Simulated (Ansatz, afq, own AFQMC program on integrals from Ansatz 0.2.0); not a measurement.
SiH2, singlet in cc-pVDZ, levels against full CI

```xyz
3

Si    0.0000   -0.1583    0.0887
H     0.0000    3.5015   -3.6489
H     0.0000    0.9090    1.1787
```

Basis cc-pVDZ. Noble-gas cores (and the filled d shells of Ga–Kr and In–Xe) are frozen. AFQMC by an in-house program on the Cholesky factors that Ansatz 0.2.0 writes for its CCSD(T) run. The CISD trial takes its coefficients from CCSD amplitudes. Released means that phaseless walkers are propagated on without the constraint, phases kept. Error bars are statistical, one sigma.

Determinant: UHF, the one that the program's search chose, which needn't be the lowest solution. The geometry is a point of a scan.

Full CI on the same integrals is exact in this basis and with this determinant's frozen core.

Cautions: unrestricted determinant spin contaminated (⟨S²⟩ 1.02 against 0.00); the ph-AFQMC/CISD walk drifts between its halves (2.7 errors); the next higher spin lies close (within 5 meV by full CI).

The T1 diagnostic is 0.0151. The weight of the determinant in the CISD state is 0.924, the ⟨S²⟩ of the determinant is 1.016 and the size of the correlated space is 6 electrons in 23 orbitals.

```tsv
level	correlation energy (eV)
MP2	-1.7645
CCSD	-2.4282
CCSD(T)	-2.4735
```

(1) Estimate where full CI lies against CCSD(T) on the same integrals.

(1) 1.7 kJ/mol below CCSD(T).

Reference: full CI, correlation energy -2.491 eV. The released energy is read at 2.40 1/Eh (meV from the phaseless value at times in 1/Eh: -0.2 ± 1.3 at 0.24, -1.6 ± 0.9 at 0.51, -2.7 ± 0.7 at 0.99, -3.0 ± 0.6 at 1.62, -4.7 ± 1.1 at 2.40). The cautions show a poor starting determinant, so the rows tell how each method copes with it here, and full CI is the sure value.

```
         level  E − E(reference) (kJ/mol)  share of correlation (%)
       CCSD(T)                        1.7                     99.31
         CCSDT                        0.2                     99.91
      CCSDT(Q)                        0.1                     99.96
        CCSDTQ                        0.0                     99.99
   ph-AFQMC/HF                  6.8 ± 1.4                     97.16
 ph-AFQMC/CISD                  0.4 ± 0.1                     99.84
released AFQMC                 -0.1 ± 0.1                    100.03
```

CCSDT and higher add their correlation energy to the determinant of the CCSD(T) run, since their own runs factorise the integrals more tightly (a shift of under 2 meV). A walk keeps the symmetry of its determinant, which the program's search chose and which needn't be the lowest solution, so a lower state of the same spin and another symmetry isn't excluded. Released energies are given only where the last usable release times agree within the noise; a slower fall can still hide under it.
